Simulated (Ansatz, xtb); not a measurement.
Species: C4H5, net charge -1, singlet state. It need not be the lowest isomer of its formula. Whether it binds its extra electron was not tested at this geometry. 
Coordinates optimised at B3LYP-D3(BJ)/def2-TZVP (Ansatz, a program for electronic structure):
```
C
C 1 1.3338
H 2 1.1160 1 107.90
C 1 1.4780 2 145.60 3 180.00
H 4 1.0916 1 120.30 2 74.48
H 4 1.0916 5 112.59 1 151.17
C 1 1.4963 2 151.84 3 0.00
H 7 1.0914 1 120.51 2 -75.02
H 7 1.0914 8 112.66 1 -152.20
```
Charge -1, spin multiplicity 1.

Harmonic wavenumbers from GFN2-xTB (xtb, at its own minimum), cm⁻¹: 319, 394, 655, 744, 822, 862, 925, 981, 1004, 1054, 1085, 1146, 1172, 1464, 1481, 1704, 2420, 2837, 2876, 2888, 2897.

Question: Give the harmonic wavenumbers at B3LYP-D3(BJ)/def2-TZVP (Ansatz, finite differences of forces, unscaled).

Answer: 276, 421, 668, 726, 775, 789, 973, 977, 1019, 1034, 1051, 1117, 1148, 1448, 1462, 1645, 2784, 3006, 3009, 3051, 3072 cm⁻¹. Zero-point energy 43.5 kcal/mol.

Question: From these and the geometry, give the ideal-gas thermochemistry at 298.15 K and 1 atm (rigid rotor, harmonic oscillator).

Answer: Point group Cs, rotational symmetry number 1. Rotational constants 20.08, 7.224, 5.712 GHz. S(trans) 37.83, S(rot) 23.48, S(vib) 4.11, S(elec, spin only) 0.00, S 65.4 cal/(mol K). H(298) - H(0) 3.23 kcal/mol; G - E(el) 27.3 kcal/mol.
